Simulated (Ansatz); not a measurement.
A made-up structure of NaSiH₃, singlet:

```csv
atom,x (Å),y (Å),z (Å)
Na1,-2.4622,0.7255,0.3431
Si2,0.1532,-0.0452,-0.0214
H3,0.6956,0.1391,-1.4126
H4,-4.4122,0.6476,0.0746
H5,1.1653,0.6736,0.8287
```

It is relaxed with PBE-D4/def2-SVP and then PBE0-D4/def2-TZVP (Ansatz 0.2.0). Atoms count as bonded within 1.22 times the sum of their covalent radii (H–H: 0.88 Å). The end point is not checked to be a true minimum.

Does its bonding change? (Judge from chemistry; the calculation decides.)

Computed: Yes. Formed: Si2–H4; broken: Na1–H4.

Where it ends: The first stage lowers the energy by 2.87 eV in 26 steps. It ends as NaSiH₃ ([Na][SiH3]):
```xyz
5
angstrom
Na -2.5354 -1.4232 0.8794
Si -0.8747 0.5436 -0.0947
H -0.0795 0.1737 -1.3171
H -1.5552 1.8185 -0.5130
H 0.1844 1.0281 0.8577
```

Labels in which every atom is bracketed show which atoms are joined, not bond orders.

For scale, one of the runs: PBE0-D4/def2-TZVP relaxation, 87 basis functions, launched by `ansatz run in.yaml --threads 2 --pin off --events-out ev --progress --plain --max-ram 4352MiB`. Hardware: 2 CPU threads of an Arm Neoverse V1, shared host. Wall time about 6.5 s.
